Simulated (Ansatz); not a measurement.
Relaxation of FH5SSi (8 atoms, charge 0, multiplicity 1), to a largest force component of 0.03 eV/Å in at most 50 steps.

Computed with Ansatz, RHF/def2-SVP.

```xyz
8
Properties=species:S:1:pos:R:3:forces:R:3
Si -0.505 -0.099 -0.441 0.04 -0.08 -0.58
F 0.067 0.655 2.197 -0.26 0.02 0.52
H 0.465 -1.012 0.179 0.01 -0.03 0.07
H -0.075 1.307 -0.449 0.01 0.01 0.04
H -0.693 -0.542 -1.844 -0.02 0.00 0.02
S -2.436 -0.147 0.544 -0.11 -0.03 0.12
H -2.633 -1.466 0.455 0.00 0.01 -0.01
H -0.777 0.431 2.460 0.34 0.09 -0.17
```

**Question.** Where does it end, and by what steps?

**Answer.** It converged. After 13 steps the energy has fallen by 0.120 eV; F2 moved furthest, 0.62 Å.

| step | energy less start (eV) | largest force component (eV/Å) | accepted |
| --- | --- | --- | --- |
| 0 | 0.0000 | 0.584 | yes |
| 1 | -0.0540 | 1.587 | yes |
| 2 | -0.0519 | 2.247 | no |
| 3 | -0.0790 | 1.389 | yes |
| 4 | -0.0945 | 0.965 | yes |
| 5 | -0.0738 | 1.783 | no |
| 6 | -0.1073 | 0.649 | yes |
| 7 | -0.1157 | 0.275 | yes |
| 8 | -0.1167 | 0.162 | yes |
| 9 | -0.1186 | 0.188 | yes |
| 10 | -0.1176 | 0.442 | no |
| 11 | -0.1199 | 0.064 | yes |
| 12 | -0.1199 | 0.099 | yes |
| 13 | -0.1203 | 0.005 | yes |

```xyz
8
Properties=species:S:1:pos:R:3
Si -0.500 -0.125 -0.640
F -0.052 0.637 2.809
H 0.494 -1.011 -0.007
H -0.037 1.273 -0.672
H -0.789 -0.605 -2.007
S -2.327 -0.086 0.539
H -2.506 -1.408 0.610
H -0.871 0.452 2.468
```

Whether the end is a true minimum wasn't checked by a vibrational analysis.

Run time: 16 s on 1 thread of Arm Neoverse V1, with other jobs on the host, peak memory 0.12 GiB.
